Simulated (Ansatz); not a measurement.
# AlH3O + NH3: a complex and its separated parts

Aim: how far the complex at one end of a reaction step lies below its separated, relaxed parts, level by level.

Computed with Ansatz 0.2.0, Gaussian basis. Level: PBE0-D4/def2-TZVP structures, single points in def2-TZVPP, no counterpoise correction.

Levels: SPW92, PBE-D4, BLYP-D4, r2SCAN-D4, B97M-V, PBE0-D4, B3LYP-D4, r2SCAN0-D4, BHLYP-D4, CAM-B3LYP-D4, wB97X-V, wB97M-V, B2PLYP, PBE-QIDH, RPA on PBE, Hartree-Fock, MP2, CCSD, CCSD(T).

Cores are frozen in the correlated methods. B3LYP uses VWN-RPA correlation. B2PLYP carries no dispersion term here.

20 further runs of the same task are left out: 20 set aside as unsound or not needed.

## Step 1: Starting geometry

The complex: 9 atoms, charge 0, spin multiplicity 1.

Atoms are counted from 1 here; the program's logs count them from 0.

Bond lengths: Al1–O2 1.737 Å, Al1–H3 1.602 Å, Al1–H4 1.602 Å, Al1–N6 2.041 Å, O2–H7 0.954 Å, H5–N6 1.018 Å, N6–H8 1.014 Å, N6–H9 1.014 Å. Angles: O2–Al1–H3 117.6°, O2–Al1–H4 117.6°, O2–Al1–N6 90.1°, H3–Al1–H4 117.8°, H3–Al1–N6 103.1°, H4–Al1–N6 103.1°, Al1–O2–H7 124.4°, Al1–N6–H5 102.2°, Al1–N6–H8 114.1°, Al1–N6–H9 114.1°, H5–N6–H8 108.7°, H5–N6–H9 108.7°, H8–N6–H9 108.6°.

As a file:

```tsv
atom	x (Å)	y (Å)	z (Å)
Al1	-0.6231	-0.1924	-0.6259
O2	0.7227	0.5985	-1.3883
H3	-0.7738	-1.7729	-0.8402
H4	-1.9597	0.6633	-0.4069
H5	1.1826	0.4177	0.9378
N6	0.3158	-0.0568	1.1810
H7	0.7753	0.7925	-2.3205
H8	0.5414	-0.9528	1.5981
H9	-0.1810	0.5026	1.8649
```

Its parts: AlH3O holds atoms 1, 2, 3, 4, 7; NH3 holds atoms 5, 6, 8, 9. Each part counts its atoms afresh in its own runs.

## Step 2: Relaxing AlH3O alone

Input file relax-a/in.yaml:

```yaml
crystal:
  periodic: [false, false, false]
  atoms:
    - {symbol: Al, position_ang: [-0.623149, -0.192442, -0.625909]}
    - {symbol: O, position_ang: [0.722665, 0.598516, -1.388303]}
    - {symbol: H, position_ang: [-0.773769, -1.772865, -0.840223]}
    - {symbol: H, position_ang: [-1.959662, 0.663307, -0.406923]}
    - {symbol: H, position_ang: [0.775335, 0.792529, -2.320487]}
basis:
  gaussian: {orbitals: def2-TZVP}
hamiltonian: {xc: pbe0, dispersion: d4}
relax: {f_tol: 0.005, max_steps: 200}
```

No record of the launch command was kept for these runs.

After this run come: Relaxing NH3 alone; wB97M-V/def2-TZVPP; CCSD(T)/def2-TZVPP; Vibrations of AlH3O; Vibrations of NH3.

Q: Predict the outcome of this session. Wanted: complex less parts, CCSD(T)/def2-TZVPP; with zero-point energy; largest T1 diagnostic.

As calculated:

| quantity | value |
| --- | --- |
| complex less parts, CCSD(T)/def2-TZVPP | -116.0 kJ/mol |
| with zero-point energy | -103.6 kJ/mol |
| largest T1 diagnostic | 0.012 |

In words: At CCSD(T) the complex lies 116.0 kJ/mol below its parts. Among the functionals wB97M-V lands nearest to CCSD(T) (-1.2 kJ/mol) and SPW92 farthest (-23.7 kJ/mol). Mean unsigned error by rung: LDA 23.7, GGA 6.0, meta-GGA 4.5, hybrid 5.5, range-separated hybrid 1.9, double hybrid 6.1 kJ/mol. PBE-D4 gives a relative energy 1.5 kJ/mol too high, inside chemical accuracy (1 kcal/mol, 4.2 kJ/mol). No counterpoise was applied, and triple zeta lacks some correlation, so the CCSD(T) reference has a basis error of its own, and close matches with it are partly luck.
